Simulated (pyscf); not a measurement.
This saddle point was located with ωB97X-D3(BJ)/def2-SVP in PySCF.

```xyz
5

Cl     0.3677    -0.0293     0.5319
Sn    -1.2040    -1.8799     1.5386
Cl    -0.0792    -3.6767     0.4856
Cl    -2.2419    -0.9477    -0.6888
H     -0.8797    -0.2621    -0.3714
```

Surface: singlet, charge 0. Lowest wavenumbers (cm⁻¹): 569i, 87, 100, 228, 360.

Problem. Which two sides does it connect, and which bonds change?

Solution. Cl–Sn:–Cl [singlet] + HCl <-> HCl + Cl–Sn:–Cl [singlet], a four-centre exchange read from left to right: Cl–Sn, Cl–H broken and Cl–H, Cl–Sn formed. At CCSD(T)/def2-TZVPP + ΔMP2(QZVPP) it lies +0.2 kcal/mol from the left side and +0.2 kcal/mol from the right (each side as separated species at their lowest minima found). On the reactant side the descent ends in a bound adduct, 8.4 kcal/mol under the separated species and 5.9 kcal/mol under the saddle at ωB97X-D3(BJ)/def2-TZVP. On the product side the descent ends in a bound adduct, 8.4 kcal/mol under the separated species and 5.9 kcal/mol under the saddle at ωB97X-D3(BJ)/def2-TZVP. At ωB97X-D3(BJ)/def2-TZVP the barrier from the zero used here is -2.5 kcal/mol. One saddle was located; it need not be the lowest between these sides. The CCSD(T) − MP2 part came from Ansatz, without density fitting, on the same reference. The frozen core leaves the outer d or s,p core shells of the metals and heavy elements correlated in the MP2 and CC values, and def2-TZVPP describes them poorly, which can shift differences by a few kcal/mol. Elements past Kr carry the def2 core potentials, without spin-orbit coupling.
